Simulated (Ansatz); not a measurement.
bcc Ta, treated with PBE-D3(BJ) (PAW; Ansatz, an electronic-structure program).

Run with plane-wave cutoff 500 eV, 30×30×30 k mesh, Fermi–Dirac smearing 0.1 eV, scalar-relativistic PAW data made under PBE.

Computed at the level's own relaxed cell.

**Question.** Predict the volume per atom and equilibrium lattice constant a.

**Answer.** 
* **volume per atom**: 17.75 Å³/atom
* **equilibrium lattice constant a**: 3.287 Å

Measured, for comparison: equilibrium volume per atom 17.95 Å³/atom, lattice constant a 3.299 Å (static lattice: zero-point anharmonic expansion removed; as tabulated in Mejia-Rodriguez and Trickey (2018), arXiv:1807.09216). Computed (rounded) less measured: equilibrium volume per atom -1.1 %, lattice constant a -0.4 %.

Spin–orbit coupling is not included.

Computed values are for the static lattice.

It cost roughly 80 core-seconds of CPU time.
